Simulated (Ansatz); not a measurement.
ClF, singlet in cc-pV(Q+d)Z: errors against RCCSDT(Q)

Geometry: MP2(full)/6-31G*, from the G2/97 set.

| atom | x (Å) | y (Å) | z (Å) |
| --- | --- | --- | --- |
| F | 0.0000 | 0.0000 | 0.0000 |
| Cl | 0.0000 | 0.0000 | 1.6591 |

Basis cc-pV(Q+d)Z; Ansatz 0.2.0. Correlated methods freeze the noble-gas cores, which leaves 14 electrons in 113 orbitals. R marks a restricted (for open shells ROHF) determinant. Active spaces: valence = (14e, 8o) chosen from the atoms' valence shells.

Full CI isn't at hand for all of this; RCCSDT(Q) serves as the reference, and is uncertain by about the last step of the cluster series.

```
UHF ⟨S²⟩                          : 0.000
T1 diagnostic (RCCSD)             : 0.0120
largest doubles amplitude (RCCSD) : 0.090
```

| level | E − E(RCCSDT(Q)) (mEh) | share of correlation (%) | wall time |
| --- | --- | --- | --- |
| RHF | 527.52 | 0.00 | – |
| RMP2 | 36.76 | 93.03 | – |
| CISD | 65.18 | 87.64 | 21 s |
| RCCSD | 22.07 | 95.82 | – |
| RCCSD(T) | 1.72 | 99.67 | 4 s |
| BCCD(T) | 1.61 | 99.69 | 9 s (H100) |
| RCCSDT | 1.22 | 99.77 | – |
| CASSCF (valence space) | 487.28 | 7.63 | – |
| NEVPT2 (valence space) | 81.78 | 84.50 | 6.5 s (H100) |

The correlation energy at RCCSDT(Q), counted from RHF, is -14.355 eV. That run took 54 s on 2 threads of AMD EPYC 7R13 with a shared H100 80 GB, shared host.

Times hold each run's SCF and search for its determinant on a shared host, so for small cases they say little of a method's own cost; rows without a card ran on 1 thread of AMD EPYC 7R13.

Natural occupations of CASSCF (valence space) about the gap: 2.000 1.999 1.999 1.999 1.940 0.063; effectively unpaired electrons, Σ n²(2−n)², 0.03.

Atomization energy (electronic, same basis, no zero-point term; atoms at the same level, unrestricted beside the R rows where the molecule is a closed shell, with restricted open-shell steps beyond CCSDT(Q)) at RCCSDT(Q): 250.6 kJ/mol. Errors of other levels:

```json
{"level": "RHF", "error (kJ/mol)": "-221.7"}
{"level": "RMP2", "error (kJ/mol)": "24.6"}
{"level": "CISD", "error (kJ/mol)": "-102.3"}
{"level": "RCCSD", "error (kJ/mol)": "-23.3"}
{"level": "RCCSD(T)", "error (kJ/mol)": "-1.2"}
{"level": "BCCD(T)", "error (kJ/mol)": "-0.7"}
{"level": "RCCSDT", "error (kJ/mol)": "-2.3"}
{"level": "CASSCF (valence space)", "error (kJ/mol)": "-87.9"}
{"level": "NEVPT2 (valence space)", "error (kJ/mol)": "13.6"}
```

This basis is far from its limit, so the value isn't to be set against a measured one. Truncated CI isn't size-consistent, which counts against it in atomization.
